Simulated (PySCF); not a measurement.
Species: Si3H8.
Structure used (PBE0-D3(BJ)/def2-TZVP), in Å, numbered top down from 1:
```xyz
11
Si3H8 angstrom
Si     1.8139    0.7403   -0.0457
Si     0.1960   -0.9463   -0.1130
Si    -1.9493   -0.0485    0.1246
H      3.1827    0.1761   -0.1907
H      1.5774    1.7090   -1.1498
H      1.7325    1.4689    1.2489
H      0.4484   -1.9222    0.9848
H      0.2930   -1.6740   -1.4100
H     -2.2157    0.9232   -0.9699
H     -2.0536    0.6642    1.4264
H     -2.9856   -1.1147    0.0795
```

The closed-shell ground state was solved at several levels (PySCF, density fitting, gas phase, non-relativistic). Geometry: PBE0-D3(BJ)/def2-TZVP; no solvent, vibrations or thermal averaging.

```tsv
level	basis functions	total energy (Eh)	HOMO (eV)	LUMO (eV)	gap (eV)	dipole (D)
B97-2/pcSseg-2	241	-873.3594	-7.84	-0.24	7.60	0.07
PBE0/pcSseg-2	241	-872.9412	-8.07	-0.24	7.83	0.07
wB97X-D/pcSseg-2	241	-873.3108	-9.83	1.45	11.28	0.08
```

Estimate the row for KT3/pcSseg-2, a basis of 241 functions; the other rows only guide the guess.

Total energy -880.2983 Eh, HOMO -7.08 eV, LUMO -1.03 eV, gap 6.05 eV, dipole 0.07 D.

Over all these levels, which gives the widest orbital gap and which the narrowest?

wB97X-D/pcSseg-2 (range-separated hybrid) has the widest, 11.28 eV, and KT3/pcSseg-2 (GGA) the narrowest, 6.05 eV. From the narrowest to the widest the HOMO moves by -2.75 eV and the LUMO by +2.48 eV.

In the pcSseg-2 basis, how does the gap go with the fixed share of exact exchange?

KT3 (0 %) 6.05 eV; B97-2 (21 %) 7.60 eV; PBE0 (25 %) 7.83 eV. Each rise in the share widens the gap here.

How far do the dipole and the HOMO energy spread over the levels?

The dipole runs from 0.07 to 0.08 D (mean 0.07 D) and the HOMO from -9.83 to -7.08 eV.

The pairwise dispersion term of wB97X-D wasn't added to the energies; at a given geometry it leaves orbitals and properties as they are.
